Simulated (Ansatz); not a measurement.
Molecule: C2F3N, net charge 0, singlet state. 
Structure (B3LYP-D3(BJ)/def2-TZVP (Ansatz, a program for electronic structure) minimum search):
```xyz
6

C      0.0001    -0.0015    -0.3215
C     -0.0004     0.0053     1.1599
F     -0.0086     1.2491    -0.7901
F      1.0896    -0.6222    -0.7811
F     -1.0802    -0.6377    -0.7817
N     -0.0008     0.0106     2.3065
```
Charge 0, spin multiplicity 1.

Computed values are from Ansatz. Cores are frozen in the correlated levels unless marked. UHF or UKS for open shells. Spin-orbit coupling is left out. Non-relativistic. CBS marks a two-point X^-3 extrapolation of the correlation energy; Hartree-Fock from the larger set. [CCSD(T)-MP2]/basis is that difference in the basis named.

Q: What is the T1 diagnostic at CCSD/cc-pVTZ?

A: 0.013.

Q: What is the total energy at RI-MP2/CBS(cc-pVTZ,cc-pVQZ)+[CCSD(T)-MP2]/cc-pVTZ?

A: -430.1307 Eh.

Q: What is the dipole moment at CCSD(T)/aug-cc-pVDZ?

A: 1.25 D.

Q: What is the atomisation energy De at RI-MP2/CBS(cc-pVTZ,cc-pVQZ)+[CCSD(T)-MP2]/cc-pVTZ?

A: 639.4 kcal/mol.
